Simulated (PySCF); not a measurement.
Simulated outer-valence photoelectron spectrum of `Fc1cnoc1`. Level of theory: EOM-IP-CCSD/aug-cc-pVDZ in PySCF, restricted Hartree–Fock reference, 6 core orbitals frozen, non-relativistic, gas phase, PBE0-D3(BJ)/def2-SVP geometry.

Each root has a Gaussian of 0.8 eV full width with its one-hole share as area; cross sections and vibrations are left out, and the highest printed point is 100.

| ionisation energy (eV) | intensity |
| --- | --- |
| 9.0 | 0 |
| 9.2 | 2 |
| 9.4 | 6 |
| 9.6 | 18 |
| 9.8 | 36 |
| 10.0 | 51 |
| 10.2 | 51 |
| 10.4 | 38 |
| 10.6 | 26 |
| 10.8 | 31 |
| 11.0 | 56 |
| 11.2 | 87 |
| 11.4 | 100 |
| 11.6 | 84 |
| 11.8 | 51 |
| 12.0 | 23 |
| 12.2 | 7 |
| 12.4 | 2 |
| 12.6 | 0 |
| 12.8 | 0 |
| 13.0 | 0 |
| 13.2 | 1 |
| 13.4 | 6 |
| 13.6 | 17 |
| 13.8 | 36 |
| 14.0 | 60 |
| 14.2 | 77 |
| 14.4 | 82 |
| 14.6 | 72 |
| 14.8 | 52 |
| 15.0 | 30 |
| 15.2 | 19 |
| 15.4 | 23 |
| 15.6 | 38 |
| 15.8 | 48 |
| 16.0 | 46 |
| 16.2 | 34 |
| 16.4 | 29 |
| 16.6 | 39 |
| 16.8 | 59 |
| 17.0 | 75 |
| 17.2 | 80 |
| 17.4 | 72 |
| 17.6 | 53 |
| 17.8 | 30 |
| 18.0 | 13 |
| 18.2 | 4 |
| 18.4 | 1 |
| 18.6 | 0 |

**Question.** Where are the maxima, and how many lines lie under the curve?

**Answer.** 5 maxima, at 10.1, 11.4, 14.4, 15.9 and 17.2 eV, from 8 lines. At this width some lines have no maximum of their own.

**Question.** List the lines with their holes.

**Answer.** 
```json
{"E (eV)": "10.10", "leading hole (HF orbital)": "HOMO", "area": "0.96", "Koopmans (eV)": "10.28"}
{"E (eV)": "11.29", "leading hole (HF orbital)": "HOMO-1", "area": "0.95", "Koopmans (eV)": "11.94"}
{"E (eV)": "11.49", "leading hole (HF orbital)": "HOMO-2", "area": "0.94", "Koopmans (eV)": "13.47"}
{"E (eV)": "14.12", "leading hole (HF orbital)": "HOMO-3", "area": "0.95", "Koopmans (eV)": "15.96"}
{"E (eV)": "14.60", "leading hole (HF orbital)": "HOMO-4", "area": "0.95", "Koopmans (eV)": "16.41"}
{"E (eV)": "15.85", "leading hole (HF orbital)": "HOMO-5", "area": "0.88", "Koopmans (eV)": "18.39"}
{"E (eV)": "16.94", "leading hole (HF orbital)": "HOMO-7", "area": "0.94", "Koopmans (eV)": "19.39"}
{"E (eV)": "17.42", "leading hole (HF orbital)": "HOMO-6", "area": "0.94", "Koopmans (eV)": "19.28"}
```

The widest gap, 2.63 eV, lies between 11.49 and 14.12 eV. Only orbitals with −ε under 21 eV, eight at most, were ionised, so the high end of the curve may lack lines.
